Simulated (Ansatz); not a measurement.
## Scan of GeH3, doublet

Starting geometry (PBE0/def2-TZVP stationary point for this spin, not checked as a minimum):

```yaml
atoms:
  - { symbol: Ge, position_ang: [0.0000, 0.0000, -0.0187] }
  - { symbol: H, position_ang: [1.4650, 0.0169, 0.4526] }
  - { symbol: H, position_ang: [-0.7483, 1.2611, 0.4484] }
  - { symbol: H, position_ang: [-0.7191, -1.2778, 0.4488] }
```

From there H3 moves along the line of the two atoms named below, all else staying in place; atoms are numbered as listed. Energies are in kJ/mol, counted from the starting geometry at the same level.

Basis 6-31G (Cartesian d functions); Ansatz 0.2.0. Only valence electrons are correlated (noble-gas cores and the filled d shells of p-block atoms frozen). Prefix R: restricted or restricted open-shell reference; prefix U: unrestricted. Active spaces: valence = (7e, 7o) chosen from the atoms' valence shells. No spin–orbit coupling is included, and no scalar relativity.

Unrestricted rows (U) aren't spin-pure: their determinants' ⟨S²⟩ exceeds S(S+1) by up to 0.45, so they mix in states of higher spin. HF rows are the lowest solutions found. Coupled cluster chose its determinant by trial CCSD, here up to 0.83 eV above the lowest Hartree–Fock solution of its kind, and MP2 stands on that determinant too. Runs in a small pair space aren't shown, since their orbitals change along the scan. A value is left out where its run failed or describes another state than the reference as far as symmetry and spin tell, or, spin-broken singlets apart, can't be checked.

Full CI is exact within this basis and frozen core; it isn't the basis-set limit. The frozen core follows each run's orbitals, which can shift R against U totals by a few meV for light atoms and by up to 0.1 eV past Ca.

```csv
distance Ge1-H3 (Å),full CI,unpaired electrons (full CI),error RHF,error RMP2,error RCCSD,error UCCSD,error UCCSD(T),error CASSCF (valence space)
1.227,138.4,1.02,-8.8,-4.4,-0.5,-0.5,-0.2,0.3
1.402,23.4,1.02,-4.7,-2.3,-0.3,-0.3,-0.1,0.2
1.539,0.0,1.02,0.0,0.0,0.0,0.0,0.0,0.0
1.657,4.9,1.03,5.1,2.6,0.3,0.3,0.1,-0.3
1.855,39.4,1.04,15.7,8.3,0.9,0.9,0.3,-0.9
2.152,111.2,1.09,36.6,20.5,2.4,2.5,1.0,-1.9
2.505,188.3,1.24,70.5,41.3,5.2,6.0,3.0,-2.1
2.793,232.7,1.42,–,–,7.6,6.5,3.8,-1.7
3.364,266.5,1.14,-12.7,0.4,0.6,0.8,0.9,-0.5
4.097,268.3,1.05,-16.7,-3.0,-0.7,-0.6,-0.1,-3.3
5.281,268.3,1.05,-16.9,-3.1,-0.8,-0.6,-0.1,-3.4
```

Unpaired electrons are Σ n²(2−n)² over natural occupations. Errors are those of relative energies. In total energy the starting point itself misses full CI by: RHF 186.1, RMP2 55.3, RCCSD 3.2, UCCSD 3.1, UCCSD(T) 0.8, CASSCF (valence space) 54.7 kJ/mol.

Spread of the error over the points with a reference, to 5.281 Å (largest less smallest): CASSCF (valence space) 3.7, UCCSD(T) 4.0, UCCSD 7.2, RCCSD 8.4, RMP2 45.7 (10 of 11 points), RHF 87.4 (10 of 11 points) kJ/mol.

Going outwards, the relative energy of RMP2 first misses by more than 4.2 kJ/mol (1 kcal/mol) at 1.855 Å.

Going outwards, the relative energy of UCCSD first misses by more than 4.2 kJ/mol (1 kcal/mol) at 2.505 Å.
